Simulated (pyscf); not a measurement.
PySCF, gas phase, ωB97X-D3(BJ)/def2-SVP geometries.

Estimate the classical barrier height and the reaction energy of H₃Si–SbH₂ → H₂Si=SbH + H₂ at ωB97M-D3(BJ)/def2-TZVP. The step runs on the singlet surface, breaks H–Si, H–Sb and forms H–H; take the reactant's lowest minimum found as zero.

ΔE‡ = 2.58 eV, ΔE = +1.43 eV. Zero-point energy shifts the barrier by -0.06 eV. It is an elimination, with an imaginary mode of 1264i cm⁻¹. At the saddle there is also a short H–Si contact that neither side keeps. One saddle was located; it need not be the lowest between these sides. Elements past Kr carry the def2 core potentials, without spin-orbit coupling.
